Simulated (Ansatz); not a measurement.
C4H8, SMILES `C/C=C\C` (charge 0, multiplicity 1).

Cartesian coordinates (Å):
SMILES: C/C=C\C
```xyz
12

C     -1.5853    -0.2896     0.2051
C     -0.6157     0.8188    -0.0275
C      0.7047     0.7268    -0.1600
C      1.5395    -0.5074    -0.1084
H     -1.1064    -1.2668     0.2657
H     -2.3283    -0.3293    -0.5979
H     -2.1406    -0.1298     1.1349
H     -1.0543     1.8121    -0.0944
H      1.2535     1.6513    -0.3259
H      0.9524    -1.4103     0.0592
H      2.2842    -0.4382     0.6910
H      2.0965    -0.6377    -1.0418
```
Charge 0, spin multiplicity 1.

Frozen-core energies in 6-31g from Ansatz (a first-principles code) at a geometry from PBE0-D3(BJ)/def2-TZVP; the HF reference has <S^2> = 0.00 and the T1 diagnostic is 0.007.

```
level  energy (Ha)
-----  -----------
HF      -156.04807
MP2     -156.40853
CCSD    -156.45804
```

Task: Estimate the energies of CCSD(T), CCSDT and CCSDT(Q), and give each level's difference from CCSDT(Q).

Result: 
```tsv
level	energy (Ha)	difference from CCSDT(Q) (mHa)
MP2	-156.40853	61.20
CCSD	-156.45804	11.69
CCSD(T)	-156.46837	1.36
CCSDT	-156.46904	0.69
CCSDT(Q)	-156.46973	0.00
```
